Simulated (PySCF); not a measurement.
C₃H₃NS.
SMILES: `c1ncsc1`

The calculation used BHandHLYP/6-31+G* geometry optimisation, gas phase in PySCF 2.14.0.

Take the most abundant isotopes and a rigid rotor. 

(1) What are A, B and C (GHz)?

(2) What kind of rotor is it?

(3) Is it planar, by Δ = Ic − Ia − Ib?

(4) Give the coordinates in the principal-axis frame, origin at the centre of mass.

(5) Where do the levels up to J = 5 lie, in cm⁻¹?

(6) Predict some low-J microwave lines.

Answers

(1) Ia = 58.78, Ib = 91.15, Ic = 149.94 u·Å²; 505379 MHz·u·Å²/I gives 8597, 5544 and 3371 MHz, that is A = 8.5971, B = 5.5444, C = 3.3706 GHz.

(2) An asymmetric top: κ = (2 × 5544 − 8597 − 3371)/(8597 − 3371) = -0.17.

(3) Planar: Δ = Ic − Ia − Ib = 0.00 u·Å². For a rigid frame Δ = −2 Σ m c², so it vanishes when all atoms lie in the ab plane; here none is more than 0.01 Å from it.

(4) The sense of each axis is arbitrary; atoms in the order of the calculation.
```csv
atom,mass (u),a (Å),b (Å),c (Å)
C1,12.000,1.251,0.705,-0.001
C2,12.000,0.003,1.231,0.001
S3,31.972,-1.159,-0.036,0.000
C4,12.000,0.139,-1.176,0.000
N5,14.003,1.321,-0.663,0.000
H6,1.008,2.163,1.274,-0.002
H7,1.008,-0.285,2.265,0.002
H8,1.008,-0.054,-2.234,0.000
```

(5) Above 0(0,0):
J = 1: 1(0,1) 0.2974, 1(1,1) 0.3992, 1(1,0) 0.4717
J = 2: 2(0,2) 0.8649, 2(1,2) 0.9214, 2(1,1) 1.1390, 2(2,1) 1.4444, 2(2,0) 1.4717
J = 3: 3(0,3) 1.6665, 3(1,3) 1.6900, 3(1,2) 2.1182, 3(2,2) 2.3366, 3(2,1) 2.4543, 3(3,1) 3.0417, 3(3,0) 3.0487
J = 4: 4(0,4) 2.6868, 4(1,4) 2.6948, 4(1,3) 3.3758, 4(2,3) 3.5041, 4(2,2) 3.7896, 4(3,2) 4.2709, 4(3,1) 4.3150, 4(4,1) 5.2050, 4(4,0) 5.2064
J = 5: 5(0,5) 3.9269, 5(1,5) 3.9293, 5(1,4) 4.8709, 5(2,4) 4.9313, 5(2,3) 5.4527, 5(3,3) 5.8017, 5(3,2) 5.9475, 5(4,2) 6.7516, 5(4,1) 6.7638, 5(5,1) 7.9398, 5(5,0) 7.9401
Those of J = 1 are B + C, A + C and A + B.

(6) The dipole components are |μa| = 1.36 D, |μb| = 0.99 D, |μc| = 0.00 D; the mirror of this Cs structure is the ab plane, so μc vanishes by symmetry and there are no c-type lines. Intensities carry the squares of the components, which stand as 1.00 : 0.53 (a : b). Some lines, for components of 0.1 D or more:

```json
{"type": "a", "branch": "Q", "J(Ka,Kc)": "3(2,1) ← 3(2,2)", "MHz": "3529", "lower level (cm⁻¹)": "2.337"}
{"type": "a", "branch": "Q", "J(Ka,Kc)": "2(1,1) ← 2(1,2)", "MHz": "6521", "lower level (cm⁻¹)": "0.921"}
{"type": "b", "branch": "R", "J(Ka,Kc)": "2(1,2) ← 1(0,1)", "MHz": "18709", "lower level (cm⁻¹)": "0.297"}
{"type": "b", "branch": "R", "J(Ka,Kc)": "3(1,2) ← 2(2,1)", "MHz": "20197", "lower level (cm⁻¹)": "1.444"}
{"type": "a", "branch": "R", "J(Ka,Kc)": "3(1,3) ← 2(1,2)", "MHz": "23042", "lower level (cm⁻¹)": "0.921"}
{"type": "a", "branch": "R", "J(Ka,Kc)": "3(2,2) ← 2(2,1)", "MHz": "26745", "lower level (cm⁻¹)": "1.444"}
{"type": "a", "branch": "R", "J(Ka,Kc)": "3(1,2) ← 2(1,1)", "MHz": "29355", "lower level (cm⁻¹)": "1.139"}
{"type": "b", "branch": "R", "J(Ka,Kc)": "3(2,2) ← 2(1,1)", "MHz": "35903", "lower level (cm⁻¹)": "1.139"}
{"type": "b", "branch": "R", "J(Ka,Kc)": "3(2,1) ← 2(1,2)", "MHz": "45953", "lower level (cm⁻¹)": "0.921"}
{"type": "b", "branch": "R", "J(Ka,Kc)": "3(3,1) ← 2(2,0)", "MHz": "47069", "lower level (cm⁻¹)": "1.472"}
```

Not checked by BHandHLYP/6-31+G* frequencies. No vibrational averaging or centrifugal distortion is included, and the geometry carries the error of its method. Quadrupole hyperfine structure (14N) is left out.
